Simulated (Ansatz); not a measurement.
**Worked example: the barrier**

An elementary step of BH₂ClO, closed shell (BH₂ClO ([OH][BH][Cl]) → BHO ([BH][O]) + HCl; bonds formed: Cl2–H4; bonds broken: B1–Cl2, O3–H4). “Start” is the structure reached by relaxing down from the saddle towards the reactants; PBE0-D4/def2-TZVP structures. The saddle:

```
5
angstrom
B -0.3518 -0.0194 -0.5699
Cl 0.9851 0.8423 1.0671
O -0.4486 -1.1207 0.0080
H 0.3473 -0.4896 0.9038
H -0.5319 0.7874 -1.4091
```

Program: Ansatz 0.2.0. Basis: def2-TZVPP and def2-QZVPP. Cores are frozen in the correlated methods.

Energies in eV:

| quantity | saddle | start |
| --- | --- | --- |
| Hartree–Fock, triple zeta (X = 3) | -15245.54625 | -15248.26734 |
| Hartree–Fock, quadruple zeta (X = 4) | -15246.02932 | -15248.74608 |
| MP2 correlation, X = 3 | -14.95600 | -14.41689 |
| MP2 correlation, X = 4 | -16.21292 | -15.66335 |
| CCSD(T) correlation, X = 3 | -16.16779 | -15.69414 |

(1) Work out the barrier at the basis limit: extrapolate Hartree–Fock as E(X) = E∞ + A exp(−7.88 √X) and the MP2 correlation as E(X) = E∞ + B X^−2.97 (the exponents that Neese and Valeev fitted for def2-TZVPP and QZVPP), then add CCSD(T) − MP2 in triple zeta.

The T1 diagnostic stays at or below 0.018.

Answers

(1) Each step is linear, so take the differences first (saddle − start): Hartree–Fock 2.72109 (X = 3) and 2.71676 (X = 4); MP2 correlation -0.53911 and -0.54957; CCSD(T) correlation -0.47365.
Two points give E∞ = E(4) + w [E(4) − E(3)], with w = 1/(exp(7.88 (2 − √3)) − 1) = 0.1377 for Hartree–Fock and w = 1/((4/3)^2.97 − 1) = 0.7407 for the correlation.
Hartree–Fock: 2.71676 + 0.1377 × (-0.00433) = 2.7162 eV.
MP2 correlation: -0.54957 + 0.7407 × (-0.01046) = -0.5573 eV.
CCSD(T) − MP2: -0.47365 − (-0.53911) = 0.0655 eV.
Sum: 2.7162 + (-0.5573) + 0.0655 = 2.2244 eV, or 51.30 kcal/mol. Plain CCSD(T) in triple zeta gives 2.2474 eV, so the larger basis shifts the result by -0.0230 eV.

Labels in which every atom is bracketed show which atoms are joined, not bond orders.

For scale, one of the runs: CCSD(T)/def2-TZVPP, 132 basis functions, launched by `ansatz run in.yaml --threads 2 --pin off --events-out ev --progress --plain --max-ram 4352MiB`. The run took 8.5 s on 2 CPU threads of an Arm Neoverse V1 (shared host), with 0.66 GiB of host memory at its peak.
